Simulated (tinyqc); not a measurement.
Pariser-Parr-Pople SCF with singles CI, for the molecule C=CC(=C)Cl (SMILES; centres numbered as the heavy atoms are written), step by step. Computed by tinyqc, a small Python program that keeps every step. Settings: charge = 0, gamma = Ohno, start = huckel, damping = 0, iteration cap = 83, excitations kept = 6. Command: `OMP_NUM_THREADS=1 python tinyqc.py 24681 24682 out.jsonl` (the two numbers bound the seeds that draw the settings). One thread of a shared host (Intel(R) Xeon(R) Processor @ 2.60GHz), about 0.01 s of CPU time with the checks. Later iterations appear only in the table of the cycle.

## PPP integrals

Centres (angstrom, eV; a flat drawing with bonds scaled to 1.40 angstrom):
```
centre          x          y  core charge z          W   gamma_rr
1C      -1.940000   0.000000              1  11.160000  11.130000
2C      -0.727000   0.700000              1  11.160000  11.130000
3C       0.485000   0.000000              1  11.160000  11.130000
4C       1.697000   0.700000              1  11.160000  11.130000
5Cl      0.485000  -1.400000              2  26.000000  13.000000
```

Resonance integrals (eV):
```
i  j       beta
1  2  -2.380000
2  3  -2.380000
3  4  -2.380000
3  5  -1.580000
```

Ohno: gamma = 14.399645/sqrt(R^2 + a^2), a = 2 x 14.399645/(gamma_rr + gamma_ss); H_rr = -W_r - sum_(s != r) z_s gamma_rs; H_rs = beta for bonds.

repulsion gamma_rs (eV), lower triangle:
```
            1C         2C         3C         4C        5Cl
1C   11.130000
2C    7.552439  11.130000
3C    5.239019   7.554960  11.130000
4C    3.670370   5.240702   7.554960  11.130000
5Cl   4.730719   5.328307   7.827217   5.328307  13.000000
```

core matrix H (eV), lower triangle:
```
             1C          2C          3C          4C         5Cl
1C   -37.083267
2C    -2.380000  -42.164715
3C     0.000000   -2.380000  -47.163373
4C     0.000000    0.000000   -2.380000  -38.282645
5Cl    0.000000    0.000000   -1.580000    0.000000  -49.214551
```

## Starting guess

pi electrons, sum of z_r less the charge = 6

Orbitals of the Hueckel matrix of the beta values.

P at the start, lower triangle:
```
            1C        2C        3C         4C       5Cl
1C    1.000000
2C    0.910388  1.000000
3C    0.000000  0.413756  1.000000
4C   -0.344711  0.000000  0.758467   1.305901
5Cl  -0.228842  0.000000  0.503520  -0.460788  1.694099
```

## Iteration 1: Fock matrix

F_rr = H_rr + P_rr gamma_rr / 2 + sum_(s != r) P_ss gamma_rs; F_rs = H_rs - P_rs gamma_rs / 2; E = tr P (H + F) / 2 + core repulsion sum_(r<s) z_r z_s gamma_rs.

F (eV), lower triangle:
```
            1C         2C         3C         4C         5Cl
1C   -5.919362
2C   -5.817824  -5.621799
3C    0.000000  -3.942956  -5.678284
4C    0.632609   0.000000  -5.245096  -5.522595
5Cl   0.541293   0.000000  -3.550582   1.227610  -13.358422
```

pi energy = -89.532611 eV

## Iteration 1: orbitals and new P

Diagonalise F (the basis is taken as orthonormal) and form P = 2 sum c c over the lowest orbitals.

orbital energies (eV): -15.240869  -12.608480  -9.681432  -0.904363  2.334682

P after iteration 1, lower triangle:
```
            1C         2C        3C         4C       5Cl
1C    1.029173
2C    0.928434   0.978627
3C   -0.005342   0.369947  1.002771
4C   -0.355205   0.019901  0.872128   1.103871
5Cl  -0.104688  -0.017225  0.320149  -0.319431  1.885558
```

## Iteration 2: Fock matrix

As before.

F (eV), lower triangle:
```
            1C         2C         3C         4C         5Cl
1C   -5.739701
2C   -5.885971  -5.538104
3C    0.013994  -3.777466  -5.699235
4C    0.651868  -0.052147  -5.674448  -5.610739
5Cl   0.247624   0.045890  -2.832937   0.851012  -13.144600
```

pi energy = -90.578828 eV

## Iteration 2: orbitals and new P

As before.

orbital energies (eV): -14.753885  -12.502873  -10.049855  -0.766564  2.340799

P after iteration 2, lower triangle:
```
            1C         2C        3C         4C       5Cl
1C    1.020717
2C    0.936420   0.985319
3C   -0.003727   0.349045  0.999071
4C   -0.344533   0.017667  0.901982   1.063593
5Cl  -0.063023  -0.027534  0.254128  -0.251732  1.931300
```

## Iteration 3: Fock matrix

As before.

F (eV), lower triangle:
```
            1C         2C         3C         4C         5Cl
1C   -5.687044
2C   -5.916127  -5.560038
3C    0.009762  -3.698510  -5.659834
4C    0.632282  -0.046294  -5.787220  -5.615078
5Cl   0.149073   0.073355  -2.574557   0.670652  -13.095197
```

pi energy = -90.711567 eV

## Iteration 3: orbitals and new P

As before.

orbital energies (eV): -14.610585  -12.478193  -10.123869  -0.738805  2.334263

P after iteration 3, lower triangle:
```
            1C         2C        3C         4C       5Cl
1C    1.013326
2C    0.939818   0.991205
3C   -0.001967   0.339726  0.995281
4C   -0.338249   0.015004  0.912831   1.053468
5Cl  -0.046358  -0.032038  0.226495  -0.221910  1.946721
```

## Convergence

Stop when output and input P, before any damping, agree to 1e-7.

Course of the cycle:
```
iteration        E (eV)  largest |P(out) - P(in)|
1          -89.53261142                  2.02e-01
2          -90.57882750                  6.77e-02
3          -90.71156741                  2.98e-02
4          -90.73499089                  1.32e-02
5          -90.73948279                  5.88e-03
6          -90.74036760                  2.63e-03
7          -90.74054370                  1.18e-03
8          -90.74057891                  5.28e-04
9          -90.74058597                  2.37e-04
10         -90.74058738                  1.07e-04
11         -90.74058767                  4.79e-05
12         -90.74058773                  2.15e-05
13         -90.74058774                  9.67e-06
14         -90.74058774                  4.35e-06
15         -90.74058774                  1.96e-06
16         -90.74058774                  8.81e-07
17         -90.74058774                  3.96e-07
18         -90.74058774                  1.79e-07
19         -90.74058774                  8.04e-08
```

Converged in 19 iterations.

## Converged orbitals

Charges are z - P_rr.

orbital energies (eV): -14.515030  -12.473326  -10.166001  -0.724310  2.326453

coefficients:
```
          MO1        MO2        MO3        MO4        MO5
1C   0.198645  -0.447139  -0.513104   0.591584   0.383874
2C   0.335099  -0.527805  -0.328601  -0.433093  -0.559984
3C   0.512279  -0.247657   0.414210  -0.386654   0.595957
4C   0.282466  -0.223339   0.628345   0.550667  -0.415067
5Cl  0.711359   0.640527  -0.249716   0.098606  -0.107763
```

pi charges: 1C -0.005337, 2C 0.002304, 3C 0.009332, 4C -0.048971, 5Cl 0.042672

## Singles CI, singlets

Over the 6 single excitations with the smallest orbital gaps: A = (e_a - e_i) delta + 2 (ia|jb) - (ij|ab), with (pq|rs) = sum c_mp c_mq gamma_mn c_nr c_ns. f = 2/3 w |mu|^2 in atomic units, mu = sqrt2 sum c_ia sum_m c_mi c_ma R_m.

singlet CI matrix (eV), lower triangle:
```
           3>4        2>4        3>5       1>4       2>5        1>5
3>4   5.034105
2>4   0.019505   6.354884
3>5   0.034382  -0.078543   6.960166
1>4  -0.040770   0.018418  -0.102907  8.171970
2>5  -0.384827   0.115081   0.069207  0.201460  8.757434
1>5   0.351278   0.484685  -0.006961  0.438160  0.198371  10.411064
```

singlet excitation energies (eV): 4.968029  6.283472  6.959034  8.066338  8.816593  10.596156

oscillator strengths: 1.025695  0.049306  0.017767  0.032378  0.156378  0.006344

## Singles CI, triplets

Over the 6 single excitations with the smallest orbital gaps: A = (e_a - e_i) delta - (ij|ab), with (pq|rs) = sum c_mp c_mq gamma_mn c_nr c_ns.

triplet CI matrix (eV), lower triangle:
```
           3>4        2>4        3>5       1>4       2>5       1>5
3>4   2.431288
2>4  -0.370206   5.137895
3>5   0.415718  -1.344790   5.328390
1>4  -0.201881   0.788599   0.930056  7.389545
2>5  -1.344790  -0.327827  -0.109469  0.500602  7.777702
1>5   0.930056   0.500602  -0.334825  0.686111  0.717650  9.736889
```

triplet excitation energies (eV): 1.865960  3.461751  6.556685  7.484512  8.138381  10.294417
